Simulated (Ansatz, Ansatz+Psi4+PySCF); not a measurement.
```yaml
atoms:
  - { symbol: O, position_ang: [0.0000, 1.1038, -0.2285] }
  - { symbol: O, position_ang: [0.0000, 0.0000, 0.4571] }
  - { symbol: O, position_ang: [0.0000, -1.1038, -0.2285] }
```

Basis set: cc-pVTZ (spherical functions). Correlated methods keep 3 orbitals frozen. Charge 0, multiplicity 1.

Computed with Ansatz (development build ahead of 0.2.0); free ground-state atoms in the same class of orbitals, no zero-point energy, no relativity.

The atomization energy of singlet O₃ from measured heats of formation, zero-point and thermal terms removed is 6.367 eV (G2/97 set, Curtiss et al., J. Chem. Phys. 106, 1063 (1997), as shipped with ASE); it holds spin-orbit and other relativistic effects.

(1) How far do RHF-CCSD(T), RHF-CCSD, RHF-MP2 miss it in this basis?

Results:

(1)

```
     method  atomization energy (eV)  computed − measured (eV)
RHF-CCSD(T)                    5.721                    -0.646
   RHF-CCSD                    4.605                    -1.762
    RHF-MP2                    6.890                     0.523
```

Caution: large share of triples, a single reference is doubtful; unrestricted orbitals would lower the determinant. Caution for RHF-CCSD(T), RHF-CCSD: the program doubts this total.
